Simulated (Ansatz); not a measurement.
**GeH4⁺, doublet: reading a ladder of total energies**

Geometry: a PBE0/def2-TZVP stationary point for this spin, not checked as a minimum.

```csv
atom,x (Å),y (Å),z (Å)
Ge,0.0000,0.0000,0.0000
H,0.5613,1.0339,1.0326
H,-0.5699,-1.0297,1.0321
H,-0.5592,1.0308,-1.0368
H,0.5678,-1.0351,-1.0279
```

Basis 6-31G (Cartesian d functions); Ansatz 0.2.0. Only valence electrons are correlated (noble-gas cores and the filled d shells of p-block atoms frozen), which leaves 7 electrons in 23 orbitals. Prefix R: restricted or restricted open-shell reference. No spin–orbit coupling is included, and no scalar relativity.

Full CI is exact within this basis and frozen core; it isn't the basis-set limit.

Runs differ by some tens of microhartree through their thresholds and, for an open shell, their frozen cores, so steps under 0.03 kcal/mol mean nothing.

```tsv
level	total energy (hartree)
RHF	-2076.894030
RMP2	-2076.959365
RCCSD	-2076.987511
RCCSD(T)	-2076.989189
RCCSDT	-2076.989835
RCCSDT(Q)	-2076.989873
full CI	-2076.989862
```

Question: What is the correlation energy at full CI, and what share of it do RMP2 and RCCSD(T) recover?

Answer: E(corr) = -2076.989862 − (-2076.894030) = -0.095832 hartree = -2.608 eV. RMP2: -0.065335 / -0.095832 = 68.18 %. RCCSD(T): -0.095159 / -0.095832 = 99.30 %.

Question: By how many kcal/mol does RCCSD(T) miss full CI (1 hartree = 627.509 kcal/mol), and which steps make up the rest?

Answer: -2076.989189 − (-2076.989862) = 0.000673 hartree = 0.42 kcal/mol. Steps: RCCSDT − RCCSD(T) = -0.41, RCCSDT(Q) − RCCSDT = -0.02, full CI − RCCSDT(Q) = 0.01 kcal/mol. That is within 1 kcal/mol of the reference in this basis, which itself misses far more of the correlation at the basis-set limit.
